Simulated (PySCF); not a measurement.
Propanoyl fluoride, C₃H₅FO.
SMILES: `CCC(=O)F`

Theory: TDDFT wB97X-D/def2-SVPD, vertical, gas phase, core orbitals frozen in the response (PySCF 2.14.0, density-fitted response routines). Isolated species at its PBE0-D3(BJ)/def2-SVP geometry (one conformer only). Torsions of this conformer, `[CH3:1][CH2:2][C:3](=[O:4])[F:5]`: C1–C2–C3–O4 -127°.

**Question.** What does the calculation give for the low-lying excited states?

**Answer.** 

| state | λ (nm) | E (eV) | f | \|μ\| (D) | main configurations (H = HOMO, L = LUMO) |
| --- | --- | --- | --- | --- | --- |
| S1 | 205.8 | 6.02 | 0.0016 | 0.27 | H→L (91%) |
| S2 | 142.1 | 8.73 | 0.0024 | 0.27 | H-2→L (36%), H-3→L (22%), H→L+1 (12%) |
| S3 | 141.3 | 8.78 | 0.038 | 1.07 | H→L+1 (60%), H-1→L (16%) |
| S4 | 137.3 | 9.03 | 0.022 | 0.81 | H-1→L (66%), H-3→L (16%) |
| S5 | 132.6 | 9.35 | 0.175 | 2.22 | H-2→L (51%), H-3→L (16%), H-1→L (8%) |
| S6 | 126.0 | 9.84 | 0.019 | 0.72 | H-4→L (50%), H-3→L (20%), H→L+3 (8%) |
| S7 | 124.5 | 9.96 | 0.052 | 1.17 | H→L+2 (64%), H-4→L (9%) |
| S8 | 122.2 | 10.15 | 0.016 | 0.64 | H→L+3 (41%), H-1→L+1 (32%) |
| S9 | 121.7 | 10.19 | 0.019 | 0.69 | H-1→L+1 (41%), H→L+3 (26%), H-5→L (8%) |
| S10 | 119.4 | 10.39 | 0.015 | 0.62 | H→L+4 (40%), H-5→L (18%), H-2→L+1 (10%) |

Triplets, Tamm–Dancoff:

```csv
state,E (eV),λ (nm),"main configurations (H = HOMO, L = LUMO)"
T1,5.47,226.8,H→L (90%)
T2,6.70,185.1,"H-2→L (34%), H-1→L (28%), H-3→L (20%)"
T3,8.32,149.1,"H-3→L (40%), H-2→L (20%), H-4→L (19%)"
T4,8.64,143.5,"H→L+1 (72%), H→L+2 (9%)"
```

The lowest singlet lies at 6.02 eV (206 nm, ultraviolet) and is very weak; its leading configuration is HOMO→LUMO (91%). The most intense listed level is S5 at 9.35 eV (133 nm, f = 0.175), 3.32 eV above S1. Löwdin shares by element: HOMO oxygen 63%, carbon 19% or more, fluorine 9%; LUMO carbon 45% or more, oxygen 30%, fluorine 9% (atoms not listed hold the other 16%). Weighted by f, the mean energy of these states is 9.49 eV. The listed states span 4.36 eV, and the widest gap between neighbours is 2.70 eV (S1 to S2). Of the 10 states listed, 8 reach f = 0.01 and none stays under 0.0005. No computed singlet lies in the visible range (380 to 750 nm); the lowest, at 206 nm, stands 2.76 eV above its violet end (3.26 eV). The vertical ionisation energy (ΔSCF) is 11.49 eV, 1.10 eV above S10. Only the lowest 10 singlets were computed, as vertical energies without vibronic structure.
